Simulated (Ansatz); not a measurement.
## CF, doublet in aug-cc-pVDZ: errors against UCCSDT(Q)

Geometry: that of the CF⁻, singlet, kept fixed.

```csv
atom,x (Å),y (Å),z (Å)
C,0.0000,0.0000,0.0000
F,0.0000,0.0000,1.3991
```

Basis aug-cc-pVDZ; Ansatz 0.2.0. Only valence electrons are correlated (noble-gas cores frozen), which leaves 11 electrons in 44 orbitals. Prefix R: restricted or restricted open-shell reference; prefix U: unrestricted. Active spaces: valence = (11e, 8o) chosen from the atoms' valence shells.

Full CI isn't at hand for all of this; UCCSDT(Q) serves as the reference, and is uncertain by about the last step of the cluster series. The frozen core follows each run's orbitals, which can shift R against U totals by a few meV.

For open shells CISD is restricted-active-space CI with the open shells as a complete middle space.

* UHF ⟨S²⟩: 0.763
* T1 diagnostic (RCCSD): 0.0268
* largest doubles amplitude (RCCSD): 0.063
* T1 diagnostic (UCCSD): 0.0248

Problem. From what is known of these methods and the diagnostics, rank them by the size of their error in total energy against UCCSDT(Q) in aug-cc-pVDZ, smallest first (an estimate: the text doesn't fix the numbers).
A. MRCISD+Q (valence space)
B. CISD
C. UCCSDT
D. RCCSD
E. RCCSD(T)

Solution. C (2.0 kJ/mol), E (4.6 kJ/mol), A (11.7 kJ/mol), D (32.1 kJ/mol), B (87.0 kJ/mol).

All errors are against UCCSDT(Q) in aug-cc-pVDZ. Within each family the higher level lies nearer, as is usual though not guaranteed.

Natural occupations of CASSCF (valence space) about the gap: 1.996 1.994 1.970 1.966 1.006 0.037 0.032; effectively unpaired electrons, Σ n²(2−n)², 1.02.
